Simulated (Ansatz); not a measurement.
Molecular dynamics of H$_{8}$SSi$_{2}$

Input:

```yaml
crystal:
  periodic: [false, false, false]
  atoms:
    - { symbol: Si, position_ang: [-0.318207, 0.08494, 0.017006] }
    - { symbol: Si, position_ang: [-0.109874, 0.026975, 2.643473] }
    - { symbol: H, position_ang: [-1.112951, 0.079556, 3.771763] }
    - { symbol: H, position_ang: [0.677098, -1.248992, 2.746425] }
    - { symbol: H, position_ang: [0.783453, 1.232857, 2.710779] }
    - { symbol: H, position_ang: [1.15396, -0.015713, 0.437587] }
    - { symbol: H, position_ang: [-0.487391, 1.50785, -0.417964] }
    - { symbol: H, position_ang: [-0.387, -1.002997, -1.020074] }
    - { symbol: S, position_ang: [-2.843785, -0.088827, 0.309974] }
    - { symbol: H, position_ang: [-2.785736, -1.44469, 0.440271] }
    - { symbol: H, position_ang: [-1.447568, -0.003758, 1.42286] }
basis:
  gaussian: { orbitals: def2-SVP }
hamiltonian:
  xc: pbe
  dispersion: d4
md:
  timestep: 0.5
  n_steps: 200
  ensemble: nve
  temperature: 100.0
  initial_velocities: maxwell_boltzmann
  seed: 10387
```

Command:

```bash
$ ansatz run input.yaml --threads 2 --pin off --max-ram 3072MiB --backend cpu --events-out ev --progress --plain --runs-dir out
```

It starts at the highest image of a converged band. Of that band: Neighbouring images differ by up to 2.0 eV, so the band resolves the path poorly. A vibrational analysis at the climbing image gives one clearly imaginary mode, 988i cm⁻¹: a first-order saddle point.

Output, in part (step lines, the closing report, with atoms numbered from 0):

```
md step     0: t =     0.00 fs  T =   100.0 K  F+E_penalty+E_count = -26696.86625391 eV  E_kin = 0.116334 eV  conserved = -26696.74991991 eV  (24 SCF iters)
md step     1: t =     0.50 fs  T =    99.3 K  F+E_penalty+E_count = -26696.86548905 eV  E_kin = 0.115576 eV  conserved = -26696.74991274 eV  (29 SCF iters)
md step     2: t =     1.00 fs  T =    97.7 K  F+E_penalty+E_count = -26696.86354134 eV  E_kin = 0.113643 eV  conserved = -26696.74989810 eV  (29 SCF iters)
md step     3: t =     1.50 fs  T =    95.2 K  F+E_penalty+E_count = -26696.86062954 eV  E_kin = 0.110751 eV  conserved = -26696.74987845 eV  (29 SCF iters)
md step     4: t =     2.00 fs  T =    92.1 K  F+E_penalty+E_count = -26696.85704697 eV  E_kin = 0.107188 eV  conserved = -26696.74985850 eV  (29 SCF iters)
md step     5: t =     2.50 fs  T =    88.8 K  F+E_penalty+E_count = -26696.85309963 eV  E_kin = 0.103258 eV  conserved = -26696.74984167 eV  (28 SCF iters)
md step     6: t =     3.00 fs  T =    85.3 K  F+E_penalty+E_count = -26696.84904769 eV  E_kin = 0.099217 eV  conserved = -26696.74983087 eV  (29 SCF iters)
md step     7: t =     3.50 fs  T =    81.9 K  F+E_penalty+E_count = -26696.84505979 eV  E_kin = 0.095233 eV  conserved = -26696.74982726 eV  (28 SCF iters)
[... lines left out ...]
Total energy: -26698.48284713 eV, -981.1511477502 hartree
Atom 0 at    -0.692631     0.065036    -1.074517 Å, force    -2.585512     0.148159     1.065357 eV/Å
Atom 1 at     0.279232     0.058802     4.042094 Å, force     0.236412    -0.335668    -0.769081 eV/Å
Atom 2 at     1.731916     0.233969     4.402647 Å, force    -0.125788    -0.056866     0.332461 eV/Å
Atom 3 at     0.112101    -1.335634     3.468699 Å, force     0.052996     0.138528     0.068857 eV/Å
Atom 4 at     0.114509     1.018693     2.867056 Å, force    -0.347052    -0.083814     0.441709 eV/Å
Atom 5 at     0.260605    -0.956654    -0.544346 Å, force     0.027725    -0.079867    -0.093820 eV/Å
Atom 6 at    -0.335885     1.466941    -0.687625 Å, force     0.312386    -0.019474    -0.154474 eV/Å
Atom 7 at    -1.112965    -0.039897    -2.510162 Å, force     0.458174    -0.068168    -0.087056 eV/Å
Atom 8 at    -2.888925    -0.105648    -0.047887 Å, force     1.718397    -0.214975    -0.457361 eV/Å
Atom 9 at    -2.656121    -1.217202     0.727850 Å, force     0.093689     0.237113    -0.219478 eV/Å
Atom 10 at    -0.693671     0.136669     5.193114 Å, force     0.158572     0.335032    -0.127114 eV/Å
Dipole moment:     0.394712    -0.105319    -0.021271 e Å
```

The steps, from the saved trajectory:

```json
{"time (fs)": "0", "T (K)": "100", "potential energy less start (eV)": "0.000", "conserved less start (meV/atom)": "0.00"}
{"time (fs)": "3", "T (K)": "85", "potential energy less start (eV)": "0.017", "conserved less start (meV/atom)": "0.01"}
{"time (fs)": "6", "T (K)": "65", "potential energy less start (eV)": "0.041", "conserved less start (meV/atom)": "0.01"}
{"time (fs)": "9", "T (K)": "45", "potential energy less start (eV)": "0.064", "conserved less start (meV/atom)": "0.01"}
{"time (fs)": "12", "T (K)": "47", "potential energy less start (eV)": "0.062", "conserved less start (meV/atom)": "0.01"}
{"time (fs)": "15", "T (K)": "64", "potential energy less start (eV)": "0.042", "conserved less start (meV/atom)": "0.01"}
{"time (fs)": "18", "T (K)": "103", "potential energy less start (eV)": "-0.004", "conserved less start (meV/atom)": "0.01"}
{"time (fs)": "21", "T (K)": "171", "potential energy less start (eV)": "-0.083", "conserved less start (meV/atom)": "0.01"}
{"time (fs)": "24", "T (K)": "247", "potential energy less start (eV)": "-0.171", "conserved less start (meV/atom)": "-0.02"}
{"time (fs)": "27", "T (K)": "290", "potential energy less start (eV)": "-0.221", "conserved less start (meV/atom)": "0.02"}
{"time (fs)": "30", "T (K)": "415", "potential energy less start (eV)": "-0.366", "conserved less start (meV/atom)": "-0.02"}
{"time (fs)": "33", "T (K)": "511", "potential energy less start (eV)": "-0.478", "conserved less start (meV/atom)": "0.01"}
{"time (fs)": "36", "T (K)": "647", "potential energy less start (eV)": "-0.636", "conserved less start (meV/atom)": "0.01"}
{"time (fs)": "39", "T (K)": "853", "potential energy less start (eV)": "-0.876", "conserved less start (meV/atom)": "-0.02"}
{"time (fs)": "42", "T (K)": "1027", "potential energy less start (eV)": "-1.079", "conserved less start (meV/atom)": "0.02"}
{"time (fs)": "45", "T (K)": "1276", "potential energy less start (eV)": "-1.368", "conserved less start (meV/atom)": "-0.02"}
{"time (fs)": "48", "T (K)": "1467", "potential energy less start (eV)": "-1.590", "conserved less start (meV/atom)": "-0.02"}
{"time (fs)": "51", "T (K)": "1596", "potential energy less start (eV)": "-1.740", "conserved less start (meV/atom)": "-0.02"}
{"time (fs)": "54", "T (K)": "1647", "potential energy less start (eV)": "-1.801", "conserved less start (meV/atom)": "-0.04"}
{"time (fs)": "57", "T (K)": "1563", "potential energy less start (eV)": "-1.702", "conserved less start (meV/atom)": "0.00"}
{"time (fs)": "60", "T (K)": "1517", "potential energy less start (eV)": "-1.648", "conserved less start (meV/atom)": "0.00"}
{"time (fs)": "63", "T (K)": "1519", "potential energy less start (eV)": "-1.651", "conserved less start (meV/atom)": "0.00"}
{"time (fs)": "66", "T (K)": "1585", "potential energy less start (eV)": "-1.728", "conserved less start (meV/atom)": "0.01"}
{"time (fs)": "69", "T (K)": "1734", "potential energy less start (eV)": "-1.901", "conserved less start (meV/atom)": "-0.03"}
{"time (fs)": "72", "T (K)": "1806", "potential energy less start (eV)": "-1.984", "conserved less start (meV/atom)": "-0.01"}
{"time (fs)": "75", "T (K)": "1843", "potential energy less start (eV)": "-2.028", "conserved less start (meV/atom)": "-0.02"}
{"time (fs)": "78", "T (K)": "1833", "potential energy less start (eV)": "-2.016", "conserved less start (meV/atom)": "-0.01"}
{"time (fs)": "81", "T (K)": "1810", "potential energy less start (eV)": "-1.990", "conserved less start (meV/atom)": "0.01"}
{"time (fs)": "84", "T (K)": "1831", "potential energy less start (eV)": "-2.014", "conserved less start (meV/atom)": "-0.03"}
{"time (fs)": "87", "T (K)": "1772", "potential energy less start (eV)": "-1.946", "conserved less start (meV/atom)": "-0.02"}
{"time (fs)": "90", "T (K)": "1667", "potential energy less start (eV)": "-1.823", "conserved less start (meV/atom)": "-0.01"}
{"time (fs)": "93", "T (K)": "1553", "potential energy less start (eV)": "-1.690", "conserved less start (meV/atom)": "-0.01"}
{"time (fs)": "96", "T (K)": "1448", "potential energy less start (eV)": "-1.568", "conserved less start (meV/atom)": "0.02"}
{"time (fs)": "99", "T (K)": "1466", "potential energy less start (eV)": "-1.590", "conserved less start (meV/atom)": "0.00"}
```

All steps were run. The conserved energy stayed within 0.043 meV per atom of its start (net change -0.011 meV per atom), so the integration is sound. The kinetic energy rose, since the run started high on the potential surface and went downhill. It ends in pieces (H4SSi + H4Si), so much of that is their flight and rotation, not heat. A run of 0.1 ps of so small a system gives no equilibrium averages. The orbitals stay closed-shell, which can raise the energy where a bond breaks towards radicals; this wasn't checked here.

Between its relaxed ends the band would form Si1–S9, Si2–H11 and break Si1–Si2, S9–H11. These pairs go: Si1–S9 2.55 → 2.43 Å, Si2–H11 1.81 → 1.51 Å, Si1–Si2 2.64 → 5.21 Å, S9–H11 1.79 → 5.69 Å. In the last frame they stand as after the step (other bonds may differ from the relaxed reactants and products). It ends as H4SSi + H4Si. Pairs count as bonded within 1.25 times the sum of covalent radii (0.12 Å more for H–H).

Last frame:

```xyz
11
Properties=species:S:1:pos:R:3
Si -0.693 0.065 -1.075
Si 0.279 0.059 4.042
H 1.732 0.234 4.403
H 0.112 -1.336 3.469
H 0.115 1.019 2.867
H 0.261 -0.957 -0.544
H -0.336 1.467 -0.688
H -1.113 -0.040 -2.510
S -2.889 -0.106 -0.048
H -2.656 -1.217 0.728
H -0.694 0.137 5.193
```

The run took 4.5 min on 2 threads of Arm Neoverse V2 (shared host), peak memory 0.14 GiB.
